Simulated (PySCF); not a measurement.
Question: Give a PBE0-D3(BJ)/def2-SVP geometry of `CCOC(F)F`.

Answer: 
```xyz
12
C3H6F2O angstrom
C     -1.7747   -0.2947    0.1402
C     -0.3088   -0.4553   -0.1674
O      0.3953    0.6180    0.4315
C      1.7083    0.6743    0.1329
F      2.3776   -0.3653    0.6849
F      2.1961    1.7975    0.6575
H     -1.9428   -0.3063    1.2268
H     -2.1544    0.6583   -0.2561
H     -2.3496   -1.1165   -0.3103
H     -0.1317   -0.4510   -1.2610
H      0.0752   -1.4138    0.2230
H      1.9095    0.6548   -0.9579
```

Orientation and origin are arbitrary. Atoms count from 1 in this order. The C–O distances run from 1.348 Å (O3–C4, drawn single) to 1.416 Å (C2–O3, drawn single), a spread of 0.068 Å. O3 (ether oxygen) is bent (angle 115.0°). The C–F distances run from 1.332 Å (C4–F6, drawn single) to 1.354 Å (C4–F5, drawn single), a spread of 0.022 Å. Of the pairs four or more bonds apart, F5···H11 is among the closest relative to their van der Waals radii: 2.57 Å, 96 % of the sum of Bondi's values.

Bonds between heavy atoms (Å): C1–C2 1.506, C2–O3 1.416, O3–C4 1.348, C4–F5 1.354, C4–F6 1.332.

Method: PySCF 2.14.0, PBE0-D3(BJ)/def2-SVP geometry optimisation, gas phase.

Point group: C1 (no symmetry element, even within 0.4 Å). Not checked by PBE0-D3(BJ)/def2-SVP frequencies. One conformer, not necessarily the lowest (C1–C2–O3–C4 -174°, C2–O3–C4–F5 -68°).
